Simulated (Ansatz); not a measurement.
Geometry optimisation, Ansatz 0.2.0, RKS PBE-D4/def2-SVP.

The input (input.yaml):

```yaml
crystal:
  periodic: [false, false, false]
  atoms:
    - { symbol: B, position_ang: [-0.55326, -0.40975, -0.40047] }
    - { symbol: C, position_ang: [0.48201, 0.35755, 0.35075] }
    - { symbol: Cl, position_ang: [0.50441, 1.7693, 1.14608] }
    - { symbol: H, position_ang: [-1.28105, -1.14899, 0.13918] }
    - { symbol: H, position_ang: [-0.75329, -0.22042, -1.53698] }
    - { symbol: H, position_ang: [1.44395, -0.18507, 0.35202] }
total_charge: 1
basis:
  gaussian: { orbitals: def2-SVP }
hamiltonian:
  xc: pbe
  dispersion: d4
relax:
  f_tol: 0.015
  max_steps: 40
```

Run as:

```bash
$ ansatz run input.yaml --threads 1 --pin off --max-ram 2048MiB --backend cpu --events-out ev --progress --plain --runs-dir out
```

Q: Where does it end, and by what steps?

A: The run converged. Limits of this set-up: the dipole of an ion depends on the origin. After 9 steps the energy has fallen by 0.162 eV; H6 moved furthest, 0.13 Å.

| step | energy less start (eV) | largest force component (eV/Å) | accepted |
| --- | --- | --- | --- |
| 0 | 0.0000 | 1.332 | yes |
| 1 | -0.0827 | 0.753 | yes |
| 2 | -0.1320 | 0.377 | yes |
| 3 | -0.1418 | 0.303 | yes |
| 4 | -0.1515 | 0.385 | yes |
| 5 | -0.1530 | 0.426 | yes |
| 6 | -0.1413 | 0.535 | no |
| 7 | -0.1614 | 0.050 | yes |
| 8 | -0.1615 | 0.022 | yes |
| 9 | -0.1616 | 0.010 | yes |

```xyz
6
Properties=species:S:1:pos:R:3
B -0.599 -0.379 -0.397
C 0.555 0.297 0.341
Cl 0.415 1.744 1.101
H -1.327 -1.158 0.198
H -0.765 -0.165 -1.587
H 1.565 -0.176 0.395
```

Run time: 12 s on 1 CPU thread of a shared host.
